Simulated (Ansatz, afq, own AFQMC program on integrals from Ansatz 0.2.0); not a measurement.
# GeH, quartet: AFQMC among the cluster methods

```xyz
2

Ge    0.0000    0.0000    0.0000
H     0.0000    0.0000    1.7710
```

Basis cc-pVTZ. Noble-gas cores (and the filled d shells of Ga–Kr and In–Xe) are frozen. Integrals, coupled cluster, full CI and functionals: Ansatz 0.2.0; the random walks run on the same integrals in our own AFQMC program. The CISD trial takes its coefficients from CCSD amplitudes. Released means that phaseless walkers are propagated on without the constraint, phases kept. Error bars are statistical, one sigma. No spin–orbit coupling.

Determinant: UHF, the one that the program's search chose, which needn't be the lowest solution. The geometry is a point of a scan.

Full CI on the same integrals is exact in this basis and with this determinant's frozen core.

Cautions: no relativity below Rb; no spin-orbit coupling; inner d shell frozen; lower spins were not checked; CCSDTQ on the ROHF determinant differs (21 meV higher), by its state or its frozen core.

The T1 diagnostic is 0.0272 and the weight of the determinant in the CISD state is 0.930. The ⟨S²⟩ of the determinant is 3.776 and the size of the correlated space is 5 electrons in 43 orbitals.

```tsv
level	correlation energy (eV)
MP2	-1.6207
CCSD	-2.1159
CCSD(T)	-2.1901
```

Q: Estimate where phaseless AFQMC with a CISD trial lies against CCSD(T) on the same integrals.

A: 1.4 ± 0.1 kJ/mol below CCSD(T).

Reference: full CI, correlation energy -2.212 eV. The released energy is read at 2.40 1/Eh (meV from the phaseless value at times in 1/Eh: -1.3 ± 1.0 at 0.24, -2.3 ± 0.8 at 0.51, -3.2 ± 0.7 at 0.99, -6.8 ± 2.1 at 1.62, -5.4 ± 0.8 at 2.40).

```tsv
level	E − E(reference) (kJ/mol)	share of correlation (%)
CCSD(T)	2.1	99.01
CCSDT	0.2	99.89
CCSDT(Q)	0.0	99.98
CCSDTQ	0.0	100.00
ph-AFQMC/CISD	0.7 ± 0.1	99.66
released AFQMC	0.2 ± 0.08	99.91
```

CCSDT and higher add their correlation energy to the determinant of the CCSD(T) run, since their own runs factorise the integrals more tightly (a shift of under 2 meV). A walk keeps the symmetry of its determinant, which the program's search chose and which needn't be the lowest solution, so a lower state of the same spin and another symmetry isn't excluded. Released energies are given only where the last usable release times agree within the noise; a slower fall can still hide under it.
